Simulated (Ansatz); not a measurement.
ClH2MgN (`[NH2][Mg][Cl]`), relaxed with RKS PBE0-D4/def2-TZVP in the Gaussian-basis code of Ansatz from a GFN2-xTB geometry. The force threshold is 0.005 eV/Å; the program also tests the step.

Total charge 0; spin multiplicity 1.

Start:

```xyz
5

N    -0.796   -0.606    0.094
Mg    0.034    1.066   -0.212
Cl    1.998    1.750   -0.687
H    -0.991   -0.828    1.065
H    -0.244   -1.382   -0.260
```

How much energy does the relaxation release, and in how many steps? (Best estimate.)

The calculation gave: 41.34 kJ/mol, in 6 steps.

Which bonds change most? (Estimate.)

Ansatz gave: Mg2–Cl3 from 2.133 to 2.184 Å; N1–Mg2 from 1.892 to 1.874 Å; N1–H5 from 1.016 to 1.009 Å; N1–H4 from 1.015 to 1.009 Å.

Give the relaxed structure. (Estimate.)

The calculation gave: 
```xyz
5

N    -0.590   -0.705    0.230
Mg    0.575    0.691   -0.225
Cl    1.935    2.314   -0.757
H    -1.239   -0.714    1.003
H    -0.682   -1.586   -0.251
```
